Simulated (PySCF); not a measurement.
Species: CClF (singlet state).
InChI=1S/CClF/c2-1-3

Method: PBE0-D3(BJ)/def2-SVP geometry optimisation, gas phase in PySCF 2.14.0.

Take the most abundant isotopes and a rigid rotor. 

What are A, B and C (cm⁻¹)?

Ia = 7.14, Ib = 78.10, Ic = 85.23 u·Å²; 505379 MHz·u·Å²/I gives 70793, 6471 and 5929 MHz, that is A = 2.36139, B = 0.21586, C = 0.19778 cm⁻¹.

Classify the top.

A near-prolate asymmetric top: κ = (2 × 6471 − 70793 − 5929)/(70793 − 5929) = -0.98.

Give the coordinates in the principal-axis frame, origin at the centre of mass.

The sense of each axis is arbitrary; atoms in the order of the calculation.
```csv
atom,mass (u),a (Å),b (Å),c (Å)
F1,18.998,-1.449,-0.275,0.000
C2,12.000,-0.583,0.675,0.000
Cl3,34.969,0.988,-0.082,0.000
```

Which lines would a microwave search look for?

The dipole components are |μa| = 0.10 D, |μb| = 0.95 D, |μc| = 0.00 D; the mirror of this Cs structure is the ab plane, so μc vanishes by symmetry and there are no c-type lines. Intensities carry the squares of the components, which stand as 0.01 : 1.00 (a : b). Some lines, for components of 0.1 D or more:

```tsv
type	branch	J(Ka,Kc)	MHz	lower level (cm⁻¹)
b	Q	1(1,0) ← 1(0,1)	64863	0.414
b	Q	2(1,1) ← 2(0,2)	65409	1.241
b	Q	3(1,2) ← 3(0,3)	66233	2.481
b	R	1(1,1) ← 0(0,0)	76722	0.000
b	R	2(1,2) ← 1(0,1)	88580	0.414
b	R	3(1,3) ← 2(0,2)	100169	1.241
b	Q	3(2,1) ← 3(1,2)	192170	4.691
b	Q	2(2,0) ← 2(1,1)	192967	3.423
b	Q	2(2,1) ← 2(1,2)	194590	3.368
b	Q	3(2,2) ← 3(1,3)	195405	4.582
b	R	2(2,1) ← 1(1,0)	218307	2.577
b	R	2(2,0) ← 1(1,1)	218853	2.559
b	R	3(2,2) ← 2(1,1)	230166	3.423
b	R	3(2,1) ← 2(1,2)	231809	3.368
b	Q	3(3,0) ← 3(2,1)	322947	11.101
b	Q	3(3,1) ← 3(2,2)	322964	11.100
b	R	3(3,1) ← 2(2,0)	360162	9.859
b	R	3(3,0) ← 2(2,1)	360165	9.859
```

Estimate the classical rotational partition function at 100 K, 298.15 K and 500 K.

Point group Cs, symmetry number σ = 1; q = (√π/σ)·√((kT/h)³/(ABC)), k/h = 20836.6 MHz/K: 3230 at 100 K, 16700 at 298.15 K, 36200 at 500 K.

No frequency check. No vibrational averaging or centrifugal distortion is included, and the geometry carries the error of its method. Quadrupole hyperfine structure (35Cl) is left out.

Hardware: one thread of an Arm Neoverse V1, shared host with 64 logical CPUs at a one-minute load of 30. Cost: 5.5 s of wall time, 0.25 GiB resident at most. This is the geometry optimisation.
